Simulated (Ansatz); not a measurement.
Process, species as SMILES: F[C]=C(F)F → 2 C atom + 3 F atom
B3LYP-D3(BJ)/def2-TZVP geometries, fixed; electronic energies without zero-point terms.
Largest species:
```
C
C 1 1.3115
F 2 1.3045 1 129.75
F 1 1.3195 2 123.31 3 180.00
F 1 1.3269 2 124.94 3 0.00
```
Charge 0, spin multiplicity 2.

Basis-set convergence of the atomisation energy at MP2 with Ansatz (a quantum-chemistry and plane-wave program). Cartesian d functions, on some or all atoms, in 6-31G**; all else is spherical. Cores are frozen. An unrestricted Hartree-Fock determinant is markedly spin-contaminated. Open shells are unrestricted. No added dispersion term, no relativity. Functions are those of the species that has most. Reference: Hartree-Fock in cc-pVQZ plus the correlation part extrapolated as X^-3 from cc-pVTZ and cc-pVQZ, 478.66 kcal/mol, itself unsure by roughly 2.39 kcal/mol (a third of the extrapolation step and of the last Hartree-Fock step). Deviations are taken from unrounded values.

```csv
basis,functions,atomisation energy (kcal/mol),minus reference (kcal/mol)
def2-SVP,70,452.64,-26.02
pcseg-1,70,434.65,-44.01
6-31G**,75,445.28,-33.38
def2-SVPD,109,458.68,-19.98
aug-cc-pVDZ,115,439.53,-39.13
"6-311++G(2d,2p)",135,448.42,-30.24
def2-TZVPPD,194,465.05,-13.61
jun-cc-pV(T+d)Z,195,464.78,-13.88
cc-pVQZ,275,472.58,-6.08
```
